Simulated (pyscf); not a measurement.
Thermochemistry of product channels of fluoromethane (H₃C–F) + H atom (H•) on the doublet surface, in kcal/mol, from ωB97M-D3(BJ)/def2-TZVP energies (ideal gas, 1 atm, RRHO with modes under 100 cm⁻¹ raised to 100, one conformer, R ln 2 for rigid chiral ones). Single points on ωB97X-D3(BJ)/def2-SVP structures (PySCF, gas phase).

| products | ΔE | ΔH(298 K) | ΔG(298 K) | ΔG(600 K) |
|---|---|---|---|---|
| methane (CH₄) + F atom (F•) | +1.4 | +4.8 | +4.7 | +4.8 |
| methyl (CH₃•) + hydrogen fluoride (HF) | -23.3 | -22.9 | -25.2 | -27.7 |
| •H₂C–F + hydrogen (H₂) | -0.6 | -2.8 | -4.9 | -7.3 |

These are energies of the channels, which say nothing of barriers. Left out: orbital degeneracy and the spin-orbit lowering of F.
